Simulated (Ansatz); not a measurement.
A made-up structure of CH₃BN (charge +1), closed shell:

```xyz
6
angstrom
B 1.0783 -1.6717 1.1559
C -0.1809 0.3763 -0.2285
N -0.0010 -0.9241 0.3320
H -1.1211 0.3995 -0.7176
H 0.5467 0.6185 -0.9602
H -0.2009 1.1450 0.5011
```

It is relaxed with PBE-D4/def2-SVP and then PBE0-D4/def2-TZVP (Ansatz 0.2.0). Atoms count as bonded within 1.22 times the sum of their covalent radii (H–H: 0.88 Å). The end point is not checked to be a true minimum.

Q: Does its bonding change? (A judgement: the text doesn't fix the answer.)

A: By the calculation: No: no bond forms or breaks.

Where it ends: The first stage lowers the energy by 1.21 eV in 20 steps. It ends as CH₃BN ([B][N][CH3]), total charge +1:
```
6
angstrom
B 0.8466 -1.6727 1.0358
C -0.1341 0.3877 -0.2080
N 0.1963 -0.8303 0.3986
H -1.1314 0.2346 -0.6692
H 0.5691 0.6374 -1.0052
H -0.2253 1.1867 0.5306
```

Labels in which every atom is bracketed show which atoms are joined, not bond orders.

For scale, one of the runs: PBE0-D4/def2-TZVP relaxation, 111 basis functions, launched by `ansatz run in.yaml --threads 2 --pin off --events-out ev --progress --plain --max-ram 4352MiB`. Hardware: 2 CPU threads of an AMD EPYC 7B13, shared host. Wall time about 22 s.
